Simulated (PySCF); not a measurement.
## Cl: ionisation energy

Cl [Ne] 3s2 3p5 (2P) → Cl+ [Ne] 3s2 3p4 (3P), as a difference of total energies. Computed with PySCF 2.14 in ANO-RCC-VTZP (5s4p2d1f, 34 functions), with scalar relativity by spin-free X2C-1e. Correlated levels: valence: [Ne] frozen. The calculations carry no spin-orbit coupling.

| method | ionisation energy (eV) |
| --- | --- |
| UHF | 11.748 |
| MP2 (valence) | 12.713 |
| CCSD(T) (valence) | 12.724 |
| CCSDT (valence) | 12.724 |

Estimate what SCS-MP2 (valence) gives.

12.707 eV, closest to MP2 (valence) among the rows shown.

Estimate what CCSD (valence) gives.

12.680 eV, closest to MP2 (valence) among the rows shown.

Errors of the correlated levels include the incompleteness of this basis and the frozen core.

For comparison: 12.974 eV (measured; NIST levels, between the centres of gravity of the two terms).
